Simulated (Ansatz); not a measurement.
## C3H3ClO, SMILES C=C(Cl)C=O: harmonic frequencies at the relaxed geometry

Run with Ansatz's Python interface.

`run_freq.py`:
```python
"""Harmonic frequencies of C3H3ClO at its relaxed geometry."""

import itertools

import ansatz as az
from ase.data import atomic_numbers, covalent_radii
import numpy as np

GEOMETRY = """
C    -1.08080   -0.59290    0.07340
C    -0.19120    0.40620    0.06620
Cl   -0.68110    2.03790    0.29720
C     1.25180    0.12540   -0.14350
O     2.12330    0.98610   -0.16290
H    -0.79010   -1.62790   -0.07060
H    -2.13800   -0.39630    0.22610
H     1.50620   -0.93840   -0.28600
"""


def main() -> None:
    mol = az.Crystal.molecule()
    for line in GEOMETRY.strip().splitlines():
        symbol, *xyz = line.split()
        mol = mol.atom(symbol, [float(v) for v in xyz])

    calc = (
        mol.calculation()
        .basis(gaussian="6-31G*")
        .functional("cam_b3lyp")
    )
    symbols = [site.symbol for site in mol.cartesian_sites]
    start = np.array([site.position_ang for site in mol.cartesian_sites], dtype=float)
    def progress(event):
        if event["event"] == "relax_step":
            row = event["data"]
            print(f"step {row['step']:3d}  E = {row['lagrangian_ev']:.6f} eV  largest force component {row['allowed_force_max_ev_ang']:.4f} eV/A")


    data = calc.relax(force_tolerance=0.003).session().plan().execute(on_event=progress).report
    end = np.array(data["positions_ang"])

    # pairs closer than 1.2 times the sum of covalent radii, before or after
    radius = [covalent_radii[atomic_numbers[s]] for s in symbols]
    span = lambda where, i, j: np.linalg.norm(where[i] - where[j])
    bonded = [(i, j) for i, j in itertools.combinations(range(len(symbols)), 2) if min(span(start, i, j), span(end, i, j)) < 1.2 * (radius[i] + radius[j])]
    print("pair        before    after (A)")
    for i, j in bonded:
        print(f"{symbols[i]}{i}-{symbols[j]}{j}".ljust(10), f"{span(start, i, j):8.4f} {span(end, i, j):8.4f}")
    for first, second in list(itertools.combinations(bonded, 2)):
        shared = set(first) & set(second)
        if shared and symbols[(j := shared.pop())] != "H":
            i, k = sorted((set(first) | set(second)) - {j})
            u, v = end[i] - end[j], end[k] - end[j]
            angle = np.degrees(np.arccos(np.clip(u @ v / np.linalg.norm(u) / np.linalg.norm(v), -1, 1)))
            print(f"final angle {symbols[i]}{i}-{symbols[j]}{j}-{symbols[k]}{k}: {angle:.2f} deg")

    # frequencies need a stationary point, so they are taken at the relaxed geometry
    minimum = az.Crystal.molecule()
    for symbol, place in zip(symbols, end):
        minimum = minimum.atom(symbol, place.tolist())
    vibrating = (
        minimum.calculation()
        .basis(gaussian="6-31G*")
        .functional("cam_b3lyp")
        .phonons(temperatures=(200, 600, 100))
    )
    vib = vibrating.run().report["vibrations"]
    sums = vib["harmonic_sums"]
    modes = [m["omega_inv_cm"] for m in sums["modes_at_gamma"] if m["rigid_motion"] == "no"]
    print("frequencies (1/cm):", " ".join(f"{w:.0f}" for w in modes))
    print("imaginary modes:", sum(w < 0 for w in modes), " zero-point energy:", round(sums["zero_point_energy_ev"], 4), "eV")
    print("T (K)   F_vib (eV)   S_vib (meV/K)   C_vib (meV/K)")
    for row in zip(sums["temperatures_k"], sums["vibrational_free_energy_ev"], vib["entropy_ev_per_k"], vib["heat_capacity_ev_per_k"]):
        print(f"{row[0]:6.1f} {row[1]:11.4f} {1000 * row[2]:13.4f} {1000 * row[3]:15.4f}")

    # all hydrogen replaced by deuterium
    heavier = vibrating.phonons(masses={"H": 2.014102}).run().report["vibrations"]["harmonic_sums"]
    print("deuterated (1/cm):", " ".join(f"{m['omega_inv_cm']:.0f}" for m in heavier["modes_at_gamma"] if m["rigid_motion"] == "no"))
    print("zero-point energy falls by", round(sums["zero_point_energy_ev"] - heavier["zero_point_energy_ev"], 4), "eV")


if __name__ == "__main__":
    main()
```

```console
$ python run_freq.py
step   1  E = -17725.704320 eV  largest force component 1.5517 eV/A
step   2  E = -17725.734487 eV  largest force component 0.4409 eV/A
step   3  E = -17725.739840 eV  largest force component 0.0565 eV/A
step   4  E = -17725.740017 eV  largest force component 0.0586 eV/A
step   5  E = -17725.740018 eV  largest force component 0.0556 eV/A
step   6  E = -17725.740061 eV  largest force component 0.0397 eV/A
step   7  E = -17725.740139 eV  largest force component 0.0013 eV/A
pair        before    after (A)
C0-C1        1.3378   1.3297
C0-H5        1.0847   1.0858
C0-H6        1.0861   1.0833
C1-Cl2       1.7192   1.7325
C1-C3        1.4849   1.4857
C3-O4        1.2250   1.2031
C3-H7        1.1030   1.1089
final angle C1-C0-H5: 119.59 deg
final angle C1-C0-H6: 122.54 deg
final angle C0-C1-Cl2: 122.79 deg
final angle C0-C1-C3: 120.79 deg
final angle H5-C0-H6: 117.87 deg
final angle Cl2-C1-C3: 116.41 deg
final angle C1-C3-O4: 125.08 deg
final angle C1-C3-H7: 112.95 deg
final angle O4-C3-H7: 121.97 deg
frequencies (1/cm): 167 224 380 451 646 665 724 944 978 1028 1264 1410 1468 1728 1870 2979 3206 3302
imaginary modes: 0  zero-point energy: 1.4527 eV
T (K)   F_vib (eV)   S_vib (meV/K)   C_vib (meV/K)
 200.0      1.4404        0.1801          0.2929
 300.0      1.4149        0.3329          0.4703
 400.0      1.3737        0.4902          0.6272
 500.0      1.3169        0.6447          0.7582
 600.0      1.2450        0.7928          0.8657
deuterated (1/cm): 147 221 332 406 520 619 636 772 782 887 1051 1097 1224 1671 1849 2206 2348 2462
zero-point energy falls by 0.2606 eV
```

Total energies depend on the basis set; only differences at equal settings carry meaning. The frequencies are harmonic and unscaled, in a modest basis. The result belongs to the one conformer reached from this start, and soft torsions count as harmonic oscillators. The whole script took 5.5 min on 1 thread of Arm Neoverse V1, on a shared host, peak memory 0.27 GiB.
